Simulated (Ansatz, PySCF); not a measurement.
Species: C₄H₃O (charge 0, doublet). It need not be the lowest isomer of its formula. 
Structure (B3LYP-D3(BJ)/def2-TZVP (Ansatz, a program for electronic structure) minimum search):
```
C
C 1 1.3597
O 1 1.3623 2 111.31
C 3 1.3750 1 107.24 2 0.00
C 4 1.3449 3 107.67 1 0.00
H 4 1.0735 5 135.60 2 -180.00
H 2 1.0757 1 127.24 3 -180.00
H 1 1.0759 2 132.88 7 0.00
```
Charge 0, spin multiplicity 2.

Dipole moments at this geometry, in debye (magnitudes).

| level | program | dipole (D) |
|---|---|---|
| PBE/def2-TZVPD | Ansatz | 0.61 |
| B3LYP/def2-TZVPD | PySCF | ? |
| BHLYP/def2-TZVPD | Ansatz | 0.59 |
| r2SCANh/def2-TZVPD | Ansatz | 0.57 |
| wB97X-V/def2-TZVPD | Ansatz | ? |

Question: Complete the blanks.

Answer: 
- B3LYP/def2-TZVPD, dipole (D): 0.59
- wB97X-V/def2-TZVPD, dipole (D): 0.61
